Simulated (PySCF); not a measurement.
Species: 3-methylisoxazole, C4H5NO.
Numbering: `[CH3:1][c:2]1[cH:3][cH:4][o:5][n:6]1`

Cartesian coordinates in Å at the PBE0-D3(BJ)/def2-TZVP level; atoms count from 1:
```xyz
11
C4H5NO angstrom
C     -1.4959   -0.0833    0.8308
C     -0.2352   -0.2265    0.0593
C      0.7789    0.7431   -0.1738
C      1.6779    0.0794   -0.9319
O      1.2686   -1.1697   -1.1484
N      0.0602   -1.3589   -0.5192
H     -1.2940    0.2832    1.8394
H     -2.1664    0.6308    0.3468
H     -2.0025   -1.0452    0.8993
H      0.8217    1.7625    0.1710
H      2.6219    0.3545   -1.3759
```

Probes without a nucleus sit at each ring's centroid and 1 Å off its mean plane on both sides; NICS is minus the shielding there, NICSzz its component along the normal. Level: GIAO B97-2/pcSseg-2 (PySCF, non-relativistic, gas phase) on the PBE0-D3(BJ)/def2-TZVP geometry, one conformer.

Ring bond lengths (Å): C2–C3 1.422, C3–C4 1.350, C4–O5 1.332, O5–N6 1.375, N6–C2 1.306.

**Question.** What do the NICS probes read (ppm)?

**Answer.** 
| ring | type | NICS(0) | NICS(1), two faces | NICS(1)zz, two faces | rms pucker (Å) | centre to ring atoms, mean (Å) |
| --- | --- | --- | --- | --- | --- | --- |
| C2–C3–C4–O5–N6 | 5-membered ring with N and O; formal bonds all aromatic | -11.2 | -9.7 / -9.7 | -27.1 / -27.0 | 0.00 | 1.15 |

**Question.** What can be read from them?

**Answer.** 
- C2–C3–C4–O5–N6: mean NICS(1)zz -27.1 ppm, shielded, aromatic by this magnetic criterion (flat ring, no four-coordinate atom).

**Question.** What does the geometric index give? HOMA = 1 − mean of α(R − Ropt)² over the ring bonds, with Krygowski's 1993 parameters (CC: Ropt 1.388 Å, α 257.7 Å⁻²; CN: Ropt 1.334 Å, α 93.52 Å⁻²; CO: Ropt 1.265 Å, α 157.38 Å⁻²; NO: Ropt 1.248 Å, α 57.21 Å⁻²).

**Answer.** 
- C2–C3–C4–O5–N6: HOMA 0.52; the largest term is that of O5–N6, α(R − Ropt)² = 0.93.

**Question.** List the ring angles.

**Answer.** 
- C2–C3–C4–O5–N6: C2 110.9°, C3 103.4°, C4 110.3°, O5 108.9°, N6 106.4°; sum 540.0° against 540° for a flat convex ring.

**Question.** How shielded are the nuclei of the rings and their hydrogens (means over atoms taken as equivalent)?

**Answer.** 
```
atoms                        environment  σ isotropic (ppm)
   C2        substituted aromatic carbon               19.5
   C3                 aromatic CH carbon               76.1
   C4  aromatic CH next to a ring oxygen               20.4
   O5                        ring oxygen              -70.8
   N6             pyridine-type nitrogen             -147.7
  H10                  aromatic hydrogen              25.37
  H11                  aromatic hydrogen              23.23
```

**Question.** How do the values depend on the level or the medium?

**Answer.** 
| level | NICS(0), C2–C3–C4–O5–N6 | mean NICS(1)zz, C2–C3–C4–O5–N6 |
| --- | --- | --- |
| B97-2/pcSseg-2, gas | -11.2 | -27.1 |
| KT3/pcSseg-2, gas | -11.6 | -27.1 |
| PBE0/pcSseg-2, gas | -11.1 | -27.2 |
| wB97X-D/pcSseg-2, gas | -10.9 | -26.9 |
| WP04/pcSseg-2, IEF-PCM chloroform | -11.1 | -25.5 |
| wB97X-D/pcSseg-2, IEF-PCM chloroform | -10.7 | -26.7 |

The geometry is the same throughout; the continuum's cavity takes Bondi-type radii × 1.2.
